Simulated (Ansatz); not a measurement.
H3PS (`PS`), relaxed with RKS PBE-D4/def2-SVP in the Gaussian-basis code of Ansatz from a rough embedded geometry. The force threshold is 0.03 eV/Å; the program also tests the step.

Charge 0, multiplicity 1.

Start:

```xyz
5

P    -0.188   -0.801    0.259
S    -0.226    1.314    0.149
H     0.773   -1.071   -0.617
H    -1.220   -0.992   -0.671
H     0.861    1.550    0.881
```

Q: How much energy does the relaxation release, and in how many steps? (Best estimate.)

A: Computed: 0.32 eV, in 5 steps.

Q: Which bonds change most? (Best estimate.)

A: Ansatz gave: P1–H3 from 1.328 to 1.443 Å; P1–H4 from 1.402 to 1.442 Å; P1–S2 from 2.119 to 2.157 Å; S2–H5 from 1.331 to 1.362 Å.

Q: Give the relaxed structure. (Estimate.)

A: Computed: 
```xyz
5

P    -0.039   -0.777    0.258
S     0.122    1.342   -0.109
H     0.714   -1.216   -0.891
H    -1.292   -0.973   -0.429
H     0.494    1.624    1.171
```
